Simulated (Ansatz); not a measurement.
**Molecular dynamics, step by step**

C3H3F (SMILES C=C=CF), closed shell, HF/def2-SVPD (Ansatz 0.2.0). Settings (timestep in fs, temperature in K; T counts 15 degrees of freedom):

```yaml
hamiltonian: {xc: hf}
md: {n_steps: 60, timestep: 0.5, temperature: 200, ensemble: nve, seed: 606, initial_velocities: maxwell_boltzmann}
```

Start (the SMILES describes the start alone):

```xyz
7
angstrom
C -0.8926 0.9816 0.0161
C -0.0188 0.0285 0.0219
C 0.8711 -0.9143 0.0444
F 1.0214 -1.8050 -0.9622
H -1.8836 0.8460 0.4201
H -0.6667 1.9549 -0.3906
H 1.5691 -1.0917 0.8503
```

```
step  time (fs)  potential energy less the start (meV)  kinetic energy (meV)  T (K)
   0       0.00                                    0.0                 129.3    200
   4       2.00                                   31.3                  98.4    152
   8       4.00                                   37.8                  91.7    142
  12       6.00                                   58.3                  71.2    110
  16       8.00                                   82.6                  47.1     73
  20      10.00                                   81.1                  48.3     75
  24      12.00                                   93.0                  36.8     57
  28      14.00                                   63.1                  66.3    103
  32      16.00                                   58.7                  70.8    110
  36      18.00                                   60.2                  69.4    107
  40      20.00                                   40.6                  88.7    137
  44      22.00                                   49.6                  80.1    124
  48      24.00                                   34.0                  95.4    148
  52      26.00                                   49.7                  79.8    124
  56      28.00                                   60.0                  69.5    108
  60      30.00                                   61.5                  67.9    105
```

Step 8, positions (Å) and forces (eV/Å):

```json
{"atom": "C1", "x": "-0.909", "y": "0.988", "z": "0.027", "Fx": "0.011", "Fy": "0.115", "Fz": "-0.203"}
{"atom": "C2", "x": "-0.009", "y": "0.055", "z": "0.027", "Fx": "0.743", "Fy": "-1.481", "Fz": "-0.331"}
{"atom": "C3", "x": "0.873", "y": "-0.919", "z": "0.031", "Fx": "-0.198", "Fy": "0.097", "Fz": "0.297"}
{"atom": "F4", "x": "1.028", "y": "-1.821", "z": "-0.963", "Fx": "-0.287", "Fy": "0.972", "Fz": "0.640"}
{"atom": "H5", "x": "-1.923", "y": "0.825", "z": "0.371", "Fx": "0.101", "Fy": "-0.067", "Fz": "0.131"}
{"atom": "H6", "x": "-0.668", "y": "1.959", "z": "-0.376", "Fx": "-0.026", "Fy": "0.232", "Fz": "-0.003"}
{"atom": "H7", "x": "1.546", "y": "-1.113", "z": "0.874", "Fx": "-0.345", "Fy": "0.133", "Fz": "-0.530"}
```

Step 12, positions (Å) and forces (eV/Å):

```tsv
atom	x	y	z	Fx	Fy	Fz
C1	-0.917	0.992	0.031	0.491	0.133	-0.452
C2	-0.001	0.062	0.028	0.233	-1.178	-0.437
C3	0.873	-0.922	0.026	-0.992	0.470	-0.363
F4	1.030	-1.826	-0.962	-0.299	0.969	0.502
H5	-1.942	0.810	0.355	0.355	0.016	0.090
H6	-0.667	1.979	-0.372	-0.234	-0.300	0.257
H7	1.512	-1.115	0.855	0.445	-0.110	0.403
```

Step 40, positions (Å) and forces (eV/Å):

| atom | x | y | z | Fx | Fy | Fz |
| --- | --- | --- | --- | --- | --- | --- |
| C1 | -0.897 | 0.978 | 0.035 | -0.897 | 0.551 | 0.353 |
| C2 | 0.013 | 0.072 | -0.014 | 0.735 | -1.010 | -0.430 |
| C3 | 0.846 | -0.924 | 0.020 | 0.406 | -0.099 | 0.642 |
| F4 | 1.029 | -1.817 | -0.944 | -0.202 | 0.310 | -0.265 |
| H5 | -1.877 | 0.704 | 0.403 | -0.126 | 0.017 | 0.056 |
| H6 | -0.766 | 2.016 | -0.223 | 0.266 | 0.097 | -0.256 |
| H7 | 1.487 | -1.129 | 0.872 | -0.182 | 0.134 | -0.101 |

Last step (60):

```tsv
atom	x (Å)	y (Å)	z (Å)
C1	-0.8917	0.9707	0.0488
C2	0.0142	0.0470	-0.0801
C3	0.8508	-0.9376	0.0569
F4	1.0177	-1.7895	-0.9420
H5	-1.8418	0.7021	0.4944
H6	-0.7067	1.9896	-0.2555
H7	1.4760	-1.0860	0.9367
```

The run took about 58 s on 2 CPU threads of an Arm Neoverse V1 (shared host).
